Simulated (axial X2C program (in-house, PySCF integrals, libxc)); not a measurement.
**SAl: EOM-IP-CCSD levels**

Wanted for SAl: EOM-IP-CCSD levels, at the two-component level.

Program: an in-house X2C program for linear molecules on PySCF integrals. Level of theory: two-component X2C with atomic mean-field terms, S dyall-av3z, Al dyall-av3z. These are calculated values, not measurements.

**1. Set-up**

task.json

```json
{"zs": [16, 13], "q": 0, "bas": ["dyall-av3z", "dyall-av3z"], "r0": 2.07, "eom": "ip", "rq": -1, "thr": -2.0, "nmax": 95, "grid": [1, 0.96, 1.045, 0.92, 1.09, 1.15]}
```

Keys: zs atomic numbers; q charge; bas basis sets; r0 starting distance in Å; eom kind of EOM run; thr threshold in hartree for freezing inner shells (an s shell follows its p shell); nmax most natural virtual spinors; grid distances as factors.

The run is started by

```console
python soeom.py task.json out
```

The runs that follow: EOM-IP-CCSD at 2.105 Å.

Q: Predict the outcome of this session. Wanted: next root; T1 of the reference.

As calculated:

```
              quantity                            value
lowest root at 2.105 Å                Ω = 1/2, 2.763 eV
             next root  Ω = 3/2, about 5200 cm⁻¹ higher
   T1 of the reference                            0.018
```

In words: The first ionisation of SAl⁻ costs 2.76 eV and empties a spinor of 35% Al pσ, 30% Al sσ, 26% S pσ. Errors of 0.1 to 0.3 eV are usual at this size, and roots led by higher excitations are left out, so the list is incomplete, and low states of that kind can be missing.
